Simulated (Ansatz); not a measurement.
We consider Cs2AgBiBr6 (Fm-3m, No. 225), described by LDA in Ansatz (PAW).

Run with plane-wave cutoff 500 eV, 6×6×6 k mesh, gaussian smearing 0.02 eV, no spin polarisation, scalar-relativistic PAW data made under PBE.

Computed at the level's own relaxed cell.

### Question
What does this level give for the equilibrium volume per atom, lattice parameter a and band gap?

### Answer

equilibrium volume per atom: 33.24 Å³/atom
lattice parameter a: 10.996 Å
band gap: 0.94 eV (on the SCF k mesh)

Note: the volume lies 6 % below that of the published cell.

Spin–orbit coupling is not included; with these elements it can move the gap by several tenths of an eV or more.

Static lattice: no zero-point or thermal effects.

Ansatz is a first-principles code.
